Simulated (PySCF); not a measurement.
Below is a simulated gas-phase F 1s photoelectron spectrum of phosphorus pentafluoride, `FP(F)(F)(F)F`.

Every computed line was given a Gaussian of 0.7 eV full width at half maximum and an area set by the number of equivalent atoms; the highest printed point is 100. Computed, not measured: delta-SCF UKS SCAN, pcX-3 on the ionised atom, pcseg-2 elsewhere, spin-free X2C in PySCF 2.14.0.

binding energy (eV), intensity and a bar:
```
    693.1          0 
    693.2          1 
    693.3          2 #
    693.4          5 ##
    693.5         11 ###
    693.6         20 ######
    693.7         32 #########
    693.8         45 #############
    693.9         58 #################
    694.0         66 ####################
    694.1         67 ####################
    694.2         61 ##################
    694.3         51 ###############
    694.4         39 ############
    694.5         31 #########
    694.6         30 #########
    694.7         37 ###########
    694.8         51 ###############
    694.9         69 #####################
    695.0         87 ##########################
    695.1         99 ##############################
    695.2        100 ##############################
    695.3         91 ###########################
    695.4         73 ######################
    695.5         53 ################
    695.6         34 ##########
    695.7         20 ######
    695.8         10 ###
    695.9          5 #
    696.0          2 #
    696.1          1 
    696.2          0
```

How many maxima does the curve show, and how many computed lines lie under it?

The curve has 2 maxima (at 694.1 and 695.2 eV). Under it lie 2 lines from 2 inequivalent fluorine sites.

Decompose the envelope and assign each component. Numbering: `[F:1][P:2]([F:3])([F:4])([F:5])[F:6]`.

```json
{"position (eV)": "694.07", "relative area": "2", "line": "F 1s", "atoms": "F1/F6", "environment": "phosphorus-bound fluorine"}
{"position (eV)": "695.16", "relative area": "3", "line": "F 1s", "atoms": "F3/F4/F5", "environment": "phosphorus-bound fluorine"}
```

What are the centre and the root-mean-square width of the whole band?

The area-weighted mean of the lines is 694.72 eV. Their own spread about it is 0.54 eV (rms) and each Gaussian has σ = 0.7/2.355 = 0.30 eV; the variances add, which gives 0.61 eV.

Lowest listed F 1s: F1/F6, bonded to P. Highest, 1.09 eV above it: F3/F4/F5, bonded to P.

No satellites, vibrations or lifetime broadening are included. Atoms equivalent by their bonding share one computed value, that of the first of them. Isolated species at its PBE0-D3(BJ)/def2-TZVP geometry, gas phase.
